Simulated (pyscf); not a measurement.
PySCF, gas phase, ωB97X-D3(BJ)/def2-SVP geometries. Correlated levels are frozen-core, on RHF or UHF. ΔMP2 is the change of the MP2 total energy from the triple- to the quadruple-zeta basis.

SMILES: [Cl][TiH2][Cl]
```xyz
5

Cl     0.6933     0.4926     0.7276
Ti    -1.1567    -0.4418     0.1453
Cl    -1.1371    -2.2342    -1.0469
H     -2.0589     0.6917    -0.6621
H     -2.0140    -0.7680     1.5271
```
Charge 0, spin multiplicity 1.

Question: What is the homolytic dissociation enthalpy (298 K, CCSD(T)/def2-TZVPP + ΔMP2(QZVPP)) of the H–Ti bond of Cl–TiH₂–Cl, to [Cl–TiH–Cl]• + H•?

Answer: H–Ti to [Cl–TiH–Cl]• + H•: 2.30 eV. The radicals are drawn with the spin at the cut bond; how far it spreads was not checked. The CCSD(T) − MP2 part came from Ansatz, without density fitting, on the same reference. The frozen core leaves the outer d or s,p core shells of the metals and heavy elements correlated in the MP2 and CC values, and def2-TZVPP describes them poorly, which can shift differences by a few kcal/mol. Open-shell species with a d-block atom are single-reference here; other states, and whether the spin sits on metal or ligand, were not checked.
